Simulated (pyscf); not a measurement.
Structures and frequencies: ωB97X-D3(BJ)/def2-SVP in PySCF.

### Question
H₃Ge–AsH₂ + silane (SiH₄) → H₃Si–AsH–GeH₃ + hydrogen (H₂)
Surface: singlet. Broken: As–H, H–Si. Formed: As–Si, H–H. Give ΔE‡ and ΔE from ωB97M-D3(BJ)/def2-TZVP, relative to the separated reactants.

### Answer
ΔE‡ = 2.74 eV, ΔE = -0.10 eV. Zero-point energy shifts the barrier by +0.01 eV. It is a four-centre exchange, with an imaginary mode of 1570i cm⁻¹. At the saddle there is also a short H–Si contact that neither side keeps. One saddle was located; it need not be the lowest between these sides. Elements up to Kr have no core potential and no relativistic terms here.
